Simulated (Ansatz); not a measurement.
## Si3H7 (SMILES [SiH3][SiH][SiH3]): entropy by statistical mechanics

A doublet with charge 0, relaxed at UHF/6-31G* (Cartesian functions) (Ansatz 0.2.0):

```xyz
10

Si   -1.3436    0.8687   -1.2246
Si    0.7020   -0.1737   -0.7340
Si    1.0147   -1.0142    1.4357
H    -2.4532   -0.0274   -0.8390
H    -1.4299    1.1419   -2.6734
H    -1.5039    2.1458   -0.4966
H     1.8579    0.6347   -1.1864
H    -0.1225   -1.8885    1.7893
H     1.1002    0.0660    2.4419
H     2.2613   -1.8043    1.4902
```

Harmonic wavenumbers in cm⁻¹: 64, 78, 106, 363, 402, 492, 508, 548, 616, 641, 797, 975, 1009, 1027, 1031, 1034, 1037, 2337, 2355, 2360, 2366, 2370, 2372, 2374.

Masses in u: Si 28.085, H 1.008. Take T = 298.15 K, p = 1 bar, R = 8.3145 J/(mol K), kT/hc = 207.22 cm⁻¹, rigid rotor and harmonic oscillator.

Problem. Work out S° at 298 K.

Solution. 
1. Translation (Sackur–Tetrode): S = R[3/2 ln M + 5/2 ln T − 1.1517] with M = 91.311 gives 165.2 J/(mol K).
2. Rotation: principal moments 44.785, 271.859, 303.244 u Å² give A, B, C = 0.3764, 0.062, 0.0556 cm⁻¹; the symmetry number is σ = 1; q = (√π/σ)√((kT/hc)³/ABC) = 146779; S = R(ln q + 3/2) = 111.4.
3. Vibration: with u = ν̃/207.22, each mode gives R[u/(eᵘ − 1) − ln(1 − e⁻ᵘ)]; the sum is 71.5, most from 64 cm⁻¹ (18.1), 78 cm⁻¹ (16.5), 106 cm⁻¹ (14.0).
4. Electronic: R ln 2 = 5.8, from the spin multiplicity alone.
5. Sum: 165.2 + 111.4 + 71.5 + 5.8 = 353.9 J/(mol K).

No measured value is set beside it here. Where a soft mode is a torsion, a harmonic oscillator describes it poorly.
